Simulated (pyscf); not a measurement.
This saddle point was located with ωB97X-D3(BJ)/def2-SVP in PySCF.

```xyz
11

C     -2.1545    -0.0972     0.4862
C     -1.3188     0.7782    -0.2216
Si     0.3239     0.2117    -0.9484
H     -3.2067     0.1315     0.6838
H     -1.8125    -1.0874     0.8011
H     -1.8047     1.6748    -0.6268
H      0.7518    -1.0034    -0.2001
H      0.1687    -0.1238    -2.3935
H      1.3358     1.2932    -0.8083
Cl    -1.3500     0.7776     2.6891
H     -1.0237     1.0768     0.9994
```

Surface: singlet, charge 0. Lowest wavenumbers (cm⁻¹): 1679i, 89, 101, 263, 323.

Question: Which two sides does it connect, and which bonds change?

Answer: H₂C=CH–SiH₃ (SMILES C=C[SiH3]) + HCl (SMILES Cl) ⇌ H₃Si–CH₂–CH₂–Cl (SMILES [SiH3]CCCl), an addition across a multiple bond or ene-type step read from left to right: Cl–H broken and C–Cl, C–H formed. At CCSD(T)/def2-TZVPP + ΔMP2(QZVPP) it lies +1.77 eV from the left side and +2.59 eV from the right (each side as separated species at their lowest minima found). H₃Si–CH₂–CH₂–Cl lies 1.64 eV over its isomer H₃C–CH₂–SiH₂–Cl (electronic energy, ωB97M-D3(BJ)). One saddle was located; it need not be the lowest between these sides. The CCSD(T) − MP2 part came from Ansatz, without density fitting, on the same reference.
